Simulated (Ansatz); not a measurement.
C₃H₉NO, SMILES `CC(O)CN`. The species carries charge 0 and has multiplicity 1. The geometry is a stationary point of PBE0-D4/def2-TZVP. It is one conformer, not always the lowest.

```xyz
14

C     0.926   -1.437    0.625
C     0.317   -0.441   -0.331
O    -0.704   -1.078   -1.062
C    -0.259    0.772    0.385
N    -0.970    1.597   -0.583
H     1.746   -0.985    1.190
H     1.318   -2.296    0.078
H     0.170   -1.797    1.327
H     1.102   -0.086   -1.023
H    -1.257   -0.354   -1.393
H    -0.983    0.419    1.125
H     0.540    1.300    0.925
H    -1.619    2.228   -0.133
H    -0.328    2.157   -1.130
```

Q: What is the dipole moment at ωB97M-V/def2-TZVPP? (An estimate is asked.)

A: Ansatz gave: 3.01 D, with components (0.58, 2.77, 1.01) D in this frame, pointing from negative to positive charge.

Q: And with PBE, r2SCAN, B3LYP? (Best estimate.)

A: Ansatz gave: PBE 2.90 D, r2SCAN 2.95 D, B3LYP 3.00 D.

Q: Give the Mulliken charges with ωB97M-V, B3LYP, r2SCAN in def2-TZVPP. (Estimate.)

A: The calculation gave: 
```
atom  ωB97M-V  B3LYP  r2SCAN
  C1    -0.31  -0.25   -0.15
  C2     0.13   0.21    0.28
  O3    -0.35  -0.37   -0.39
  C4    -0.13  -0.08    0.01
  N5    -0.33  -0.37   -0.41
  H6     0.08   0.06    0.03
  H7     0.12   0.09    0.06
  H8     0.10   0.07    0.04
  H9     0.06   0.03   -0.02
 H10     0.18   0.19    0.20
 H11     0.11   0.08    0.04
 H12     0.09   0.07    0.03
 H13     0.12   0.14    0.15
 H14     0.12   0.14    0.15
```

B3LYP here is the variant with VWN-RPA as its local correlation; programs differ in this.
